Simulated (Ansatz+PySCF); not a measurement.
Results of a calculation; reference values are marked as such.
A run of PySCF 2.14.0 on triplet SiH2 at this shape:

```json
{"atom": "Si", "x (Å)": "0.0000", "y (Å)": "0.0000", "z (Å)": "0.1119"}
{"atom": "H", "x (Å)": "0.0000", "y (Å)": "1.3148", "z (Å)": "-0.6726"}
{"atom": "H", "x (Å)": "0.0000", "y (Å)": "-1.3148", "z (Å)": "-0.6726"}
```

Its results:

* Converged: yes
* Reference energy: -290.02288 hartree
* Correlation energy: -0.08999 hartree
* Total energy: -290.11287 hartree
* Spin squared of the determinant: 2.006

**Question.** Which input gives this output? Name the method, the orbitals and the basis set, and write the input.

**Answer.** UHF-MP2 in cc-pVTZ on H; cc-pV(T+d)Z on Si.

```python
from pyscf import gto, scf, mp

# the (T+d) and (D+d) sets load through basis_set_exchange
mol = gto.M(atom="""
Si 0.000000 0.000000 0.111950
H 0.000000 1.314800 -0.672620
H 0.000000 -1.314800 -0.672620
""", basis={'H': 'cc-pvtz', 'Si': 'cc-pv(t+d)z'}, charge=0, spin=2)
mf = scf.UHF(mol)
mf.kernel()
pt = mp.MP2(mf, frozen=5).run()
print(mf.e_tot, pt.e_corr, pt.e_tot)
```

Caution: another spin multiplicity may lie lower.
